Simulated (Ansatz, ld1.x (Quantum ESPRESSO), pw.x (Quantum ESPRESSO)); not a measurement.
# From atom to crystal: RRKJ potential for oxygen (O)

| Item | Value |
| --- | --- |
| Element | oxygen |
| Generator | ld1.x (Quantum ESPRESSO) 7.5 |
| Type | norm-conserving RRKJ (Kleinman–Bylander form) |
| Functional | LDA (PW92) |
| Relativity | scalar-relativistic |
| Frozen core | [He] |
| Valence charge | 6 |
| Reference configuration | 2s2 2p4 |
| Partial waves | 2s (bound): rc 0.85 bohr; 2p (bound): rc 1.25 bohr; 3d channel at 0.05 Ry: rc 1.25 bohr |
| Local potential | the d channel |
| Core correction | none |

Crystal test: fcc O in pw.x 7.5, no spin, 18³ k-points, Fermi–Dirac smearing 0.01 Ry, cutoffs 170/680 Ry. The reference is all-electron LAPW (Ansatz 0.2.0) with the same functional, mesh and smearing; V0 and B0 come from Birch–Murnaghan fits to the pressures at five volumes. Errors are pseudo minus all-electron; Δ is the rms difference of the E(V) curves that follow from these fits, minima aligned, over ±6 % about the mean V0. Mesh and smearing are coarse, so the numbers serve the comparison and aren't converged zero-temperature values; the lattice is a test structure that the element need not adopt. Spin polarisation is left out.

```json
{"V (Å³/atom)": "6.852", "P all-electron (GPa)": "11.85", "P pseudo (GPa)": "12.04"}
{"V (Å³/atom)": "7.033", "P all-electron (GPa)": "5.78", "P pseudo (GPa)": "5.97"}
{"V (Å³/atom)": "7.213", "P all-electron (GPa)": "0.50", "P pseudo (GPa)": "0.68"}
{"V (Å³/atom)": "7.393", "P all-electron (GPa)": "-4.09", "P pseudo (GPa)": "-3.93"}
{"V (Å³/atom)": "7.574", "P all-electron (GPa)": "-8.08", "P pseudo (GPa)": "-7.93"}
```

All-electron: a0 = 3.070 Å (V0 = 7.23 Å³/atom), B0 = 194.3 GPa.

Pseudopotential: mean pressure error (GPa): +0.17; a0 (Å): 3.071; a0 error (%): +0.03; B0 error (%): -0.1; Δ (meV/atom): 0.3.

Q: At the middle volume, how do free energy and pressure move when the wave cutoff is lowered (ecutrho kept at four times it)?

A:

| cutoff (Ry) | shift of F (meV/atom) | shift of P (GPa) |
| --- | --- | --- |
| 76 | +628.2 | -45.27 |
| 102 | +120.3 | -12.01 |
| 136 | +7.4 | -1.51 |

Input at the middle volume:

```
&control
  calculation='scf', prefix='x', pseudo_dir='./', outdir='./tmp', tstress=.true., disk_io='none'
/
&system
  ibrav=0, nat=1, ntyp=1, ecutwfc=170, ecutrho=680, nbnd=10,
  occupations='smearing', smearing='fd', degauss=0.01
/
&electrons
  conv_thr=1e-09, mixing_beta=0.4, electron_maxstep=70
/
ATOMIC_SPECIES
O 1.0 O.UPF
CELL_PARAMETERS angstrom
  0.00000000 1.53354072 1.53354072
  1.53354072 0.00000000 1.53354072
  1.53354072 1.53354072 0.00000000
ATOMIC_POSITIONS crystal
O 0.0000 0.0000 0.0000
K_POINTS automatic
18 18 18 0 0 0
```

```bash
pw.x < O.scf.in > O.scf.out
```

Lines of the output:

```
Message from routine setup:
     using ibrav=0 with symmetry is DISCOURAGED, use correct ibrav instead
     lattice parameter (alat)  =       4.0984  a.u.
     unit-cell volume          =      48.6757 (a.u.)^3
     number of electrons       =         6.00
     number of Kohn-Sham states=           10
     kinetic-energy cutoff     =     170.0000  Ry
     charge density cutoff     =     680.0000  Ry
     scf convergence threshold =      1.0E-09
     Exchange-correlation= PW
     number of k points=   195  Fermi-Dirac smearing, width (Ry)=  0.0100
     iteration #  1     ecut=   170.00 Ry     beta= 0.40
     total energy              =     -31.58772128 Ry
     estimated scf accuracy    <       0.00023166 Ry
     iteration #  2     ecut=   170.00 Ry     beta= 0.40
     total energy              =     -31.58772959 Ry
     estimated scf accuracy    <       0.00003326 Ry
     iteration #  3     ecut=   170.00 Ry     beta= 0.40
     total energy              =     -31.58773474 Ry
     estimated scf accuracy    <       0.00000210 Ry
     iteration #  4     ecut=   170.00 Ry     beta= 0.40
     total energy              =     -31.58773479 Ry
     estimated scf accuracy    <          4.7E-09 Ry
     iteration #  5     ecut=   170.00 Ry     beta= 0.40
     the Fermi energy is     6.2221 ev
!    total energy              =     -31.58773479 Ry
     estimated scf accuracy    <          6.9E-10 Ry
     smearing contrib. (-TS)   =      -0.00470247 Ry
     The total energy is F=E-TS. E is the sum of the following terms:
     one-electron contribution =      -1.03212147 Ry
     hartree contribution      =       4.45765846 Ry
     xc contribution           =      -6.53088961 Ry
     ewald contribution        =     -28.47767971 Ry
     convergence has been achieved in   5 iterations
          total   stress  (Ry/bohr**3)                   (kbar)     P=        6.77
     Message from routine punch:
     Nothing written, as per user request (disk_io='none')
```

The run at the middle volume (195 k-points, 5 iterations) took about 57 s on one core of a shared host (Neoverse-N1, 64 threads, 498 GiB, load 26).
